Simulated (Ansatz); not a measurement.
in.yaml

```yaml
crystal:
  periodic: [false, false, false]
  atoms:
    - {symbol: Be, position_ang: [0.000000, -0.062698, 1.909330]}
    - {symbol: Mg, position_ang: [0.000000, -0.035451, -0.661747]}
    - {symbol: H, position_ang: [0.000000, 1.050388, 1.026890]}
    - {symbol: H, position_ang: [0.000000, 0.365059, -2.141504]}
basis:
  gaussian: {orbitals: 6-31G}
magnetization: {spin_polarized: false, initial_magnetization: 2}
correlation: {method: sc_nevpt2, electrons: all, active_space: {window: {electrons: 2, orbitals: 8}}}
scf: {lower_state_search: off}
```

```sh
$ ansatz run in.yaml --threads 1 --pin off --events-out ev --progress --plain --max-ram 2393MiB
```

The program prints:

```
these checks for a lower state are left out or cut short: stability, starts, cluster_reference, orbital_swaps, neighbouring_geometries, increment
321 factors; integrals over basis functions are off by at most 2.2e-4 eV
mean field evaluation 1: about -5856.0016 eV, gradient 8.0e0 eV
mean field evaluation 2: about -5856.0326 eV, gradient 8.0e0 eV
mean field evaluation 4: about -5857.7590 eV, gradient 1.1e0 eV
mean field evaluation 8: about -5857.7864 eV, gradient 7.5e-4 eV
mean field -5857.78638117 eV, -215.2696789577 hartree, gradient 9.1e-6 eV, S^2 2.000000; 0 other end points of the search recorded, 0 dependent functions left out
reference -5857.78638117 eV, -215.2696789577 hartree; 10, 8 occupied and 16, 18 virtual orbitals, 321 factors
state -5857.85279367 eV, -215.2721195723 hartree
state -5857.85279367 eV, -215.2721195723 hartree; corrected -5858.85286510 eV, -215.3088715194 hartree
Total energy: -5858.85286510 eV, -215.3088715194 hartree
Checks for a lower state left out: stability, starts, cluster_reference, orbital_swaps, neighbouring_geometries, increment
```

Ran on 1 thread of Arm Neoverse V2, shared host: 0.3 s wall, 0.07 GiB peak host memory.
